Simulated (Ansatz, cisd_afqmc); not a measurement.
Species: CHN, charge 1, doublet. CHN+ (parent SMILES C#N, doublet).
B3LYP-D3(BJ)/def2-TZVP minimum from Ansatz (a first-principles code):
```xyz
3

C      0.0000     0.0000    -0.5256
N      0.0000     0.0000     0.6818
H      0.0000     0.0000    -1.6190
```
Charge +1, spin multiplicity 2.

Total energies in cc-pVDZ, 9 correlated electrons, 2 frozen orbitals. UHF or UKS for unpaired electrons; spin-orbit terms are left out. Correlated methods leave the cores frozen. No relativity. The Monte Carlo rows (phaseless AFQMC, CISD trial, step 0.005/hartree) carry one-sigma bars that omit the constraint's bias. Outlying blocks are dropped, and bars are widened where a walk drifts. Over all cases where full CI ran beside it in this data, AFQMC minus full CI had a median of +0.1 mEh and passed +0.4 mEh in a tenth of the cases. The UHF reference of CHN+ (parent SMILES C#N, doublet) is spin-contaminated (<S^2> up to 0.04 over the pure value in the sets run).

| method | program | energy (Eh) | minus CCSDTQ (mEh) |
|---|---|---|---|
| HF | Ansatz | -92.44503 | 261.33 |
| MP2 | Ansatz | -92.66831 | 38.06 |
| CCSD | Ansatz | -92.69560 | 10.77 |
| CCSD(T) | Ansatz | -92.70441 | 1.95 |
| CCSDT(Q) | Ansatz | -92.70640 | -0.04 |
| CCSDTQ | Ansatz | -92.70637 | 0.00 |
| AFQMC/CISD | cisd_afqmc | -92.7060 ± 0.0004 | 0.4 ± 0.4 |

Rough core times of Ansatz's runs on a shared machine: CCSD(T) under 20 s, CCSDT(Q) 20 s, CCSDTQ 10 min.
